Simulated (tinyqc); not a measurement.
Worked calculation: LCCD on RHF in the sto-6g basis, frozen core, for LiH, spin multiplicity 1. One step of it, computed by the program tinyqc.

Question. Integrals over molecular orbitals. (pq|rs) = sum C_ip C_jq C_kr C_ls (ij|kl), one index at a time.

coefficients C:
```
               MO1        MO2        MO3       MO4        MO5        MO6
1Li 1s    0.994074  -0.141479  -0.203739  0.000000   0.000000   0.109086
1Li 2s    0.023948   0.476383   0.800354  0.000000   0.000000  -0.571358
1Li 2px   0.000000   0.000000   0.000000  0.902112  -0.431503   0.000000
1Li 2py   0.000000   0.000000   0.000000  0.431503   0.902112   0.000000
1Li 2pz  -0.004822   0.334906  -0.599296  0.000000   0.000000  -0.879659
2H 1s    -0.000065   0.585322  -0.173452  0.000000   0.000000   1.000885
```

core Hamiltonian H = T + V (hartree):
```
            1Li 1s     1Li 2s    1Li 2px    1Li 2py    1Li 2pz      2H 1s
1Li 1s   -4.716187  -1.001740   0.000000   0.000000  -0.010991  -0.126875
1Li 2s   -1.001740  -1.344023   0.000000   0.000000  -0.099367  -0.480646
1Li 2px   0.000000   0.000000  -1.104779   0.000000   0.000000   0.000000
1Li 2py   0.000000   0.000000   0.000000  -1.104779   0.000000   0.000000
1Li 2pz  -0.010991  -0.099367   0.000000   0.000000  -1.181907  -0.635558
2H 1s    -0.126875  -0.480646   0.000000   0.000000  -0.635558  -1.267993
```

Two-electron integrals (ij|kl) in chemists' order, unique and non-zero (hartree):
```
(11|11) 1.681247   (21|11) 0.242603   (21|21) 0.044507   (22|11) 0.397190
(22|21) 0.090279   (22|22) 0.290625   (31|31) 0.009437   (32|31) 0.014261
(32|32) 0.064236   (33|11) 0.397190   (33|21) 0.090279   (33|22) 0.290625
(33|33) 0.313125   (41|41) 0.009437   (42|41) 0.014261   (42|42) 0.064236
(43|43) 0.016875   (44|11) 0.397190   (44|21) 0.090279   (44|22) 0.290625
(44|33) 0.279374   (44|44) 0.313125   (51|51) 0.009437   (52|51) 0.014261
(52|52) 0.064236   (53|53) 0.016875   (54|54) 0.016875   (55|11) 0.397190
(55|21) 0.090279   (55|22) 0.290625   (55|33) 0.279374   (55|44) 0.279374
(55|55) 0.313125   (61|11) 0.029602   (61|21) 0.005342   (61|22) 0.011039
(61|33) 0.010881   (61|44) 0.010881   (61|51) 0.000718   (61|52) 0.001491
(61|55) 0.011357   (61|61) 0.000711   (62|11) 0.098422   (62|21) 0.022816
(62|22) 0.081313   (62|33) 0.076791   (62|44) 0.076791   (62|51) 0.003791
(62|52) 0.024954   (62|55) 0.090357   (62|61) 0.003365   (62|62) 0.041947
(63|31) 0.001604   (63|32) 0.008078   (63|53) 0.003469   (63|63) 0.002452
(64|41) 0.001604   (64|42) 0.008078   (64|54) 0.003469   (64|64) 0.002452
(65|11) 0.129062   (65|21) 0.030154   (65|22) 0.110622   (65|33) 0.103026
(65|44) 0.103026   (65|51) 0.005898   (65|52) 0.038662   (65|55) 0.125814
(65|61) 0.004603   (65|62) 0.062005   (65|65) 0.092480   (66|11) 0.265590
(66|21) 0.062519   (66|22) 0.245286   (66|33) 0.224176   (66|44) 0.224176
(66|51) 0.010803   (66|52) 0.090727   (66|55) 0.287508   (66|61) 0.009578
(66|62) 0.164344   (66|65) 0.250562   (66|66) 0.774999
```

Give: one-electron integrals over orbitals h = C^T H C; Two-electron integrals over orbitals.

Answer.

one-electron integrals over orbitals h = C^T H C (hartree):
```
         1        2        3        4        5        6
1  -4.7088   0.0959   0.1656   0.0000   0.0000  -0.0549
2   0.0959  -1.3582   0.0162   0.0000   0.0000   0.0254
3   0.1656   0.0162  -1.1077   0.0000   0.0000   0.0270
4   0.0000   0.0000   0.0000  -1.1048   0.0000   0.0000
5   0.0000   0.0000   0.0000   0.0000  -1.1048   0.0000
6  -0.0549   0.0254   0.0270   0.0000   0.0000  -1.0114
```

Two-electron integrals over orbitals (pq|rs), unique and non-zero (hartree); the lowest 1 orbital is frozen and left out:
```
(22|22) 0.4638    (32|22) -0.0542   (32|32) 0.0172    (33|22) 0.2136
(33|32) 0.0123    (33|33) 0.3333    (42|42) 0.0212    (43|42) 0.0197
(43|43) 0.0416    (44|22) 0.2513    (44|32) 0.0109    (44|33) 0.2812
(44|44) 0.3131    (52|52) 0.0212    (53|52) 0.0197    (53|53) 0.0416
(54|54) 0.0169    (55|22) 0.2513    (55|32) 0.0109    (55|33) 0.2812
(55|44) 0.2794    (55|55) 0.3131    (62|22) 0.1138    (62|32) -0.0399
(62|33) -0.0198   (62|44) -0.0326   (62|55) -0.0326   (62|62) 0.1304
(63|22) -0.0540   (63|32) 0.0133    (63|33) 0.0361    (63|44) 0.0056
(63|55) 0.0056    (63|62) -0.0354   (63|63) 0.0278    (64|42) -0.0189
(64|43) -0.0128   (64|64) 0.0198    (65|52) -0.0189   (65|53) -0.0128
(65|65) 0.0198    (66|22) 0.4350    (66|32) -0.0456   (66|33) 0.2386
(66|44) 0.2622    (66|55) 0.2622    (66|62) 0.1083    (66|63) -0.0445
(66|66) 0.4321
```
